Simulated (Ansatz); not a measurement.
System: CsCl-type TlCl. Method: LDA in Ansatz (PAW).

Settings: plane-wave cutoff 520 eV, 6×6×6 k mesh, perturbation theory, scalar-relativistic PAW data made under PBE.

The cell has the measured lattice parameters. Conventional cell: a = 3.8416 Å, b = 3.8416 Å, c = 3.8416 Å, α = 90.00°, β = 90.00°, γ = 90.00°.

```yaml
crystal:
  lattice:
    - [3.84160, 0.00000, 0.00000]
    - [0.00000, 3.84160, 0.00000]
    - [0.00000, 0.00000, 3.84160]
  atoms:
    - { symbol: Tl, position: [0.00000, 0.00000, 0.00000] }
    - { symbol: Cl, position: [0.50000, 0.50000, 0.50000] }
```

Harmonic phonon frequencies (cm⁻¹; i marks an imaginary mode; at Γ without the LO shift):

```
q point           frequencies
-------  --------------------
Γ           36i 36i 36i 0 0 0
X        16i 16i 62 62 62 147
M          22i 33 33 34 62 62
R        33 33 33 114 114 114
```

Imaginary modes appear, so the structure is dynamically unstable at this level.

Note: the run warned that the k mesh is coarse for the response to a field; the run finds an imaginary mode (36i cm⁻¹), so the cell is a saddle point at this level; the cell isn't this level's own, so it is under some stress, which shifts stiffness and frequencies.

Ansatz is a program for electronic structure.
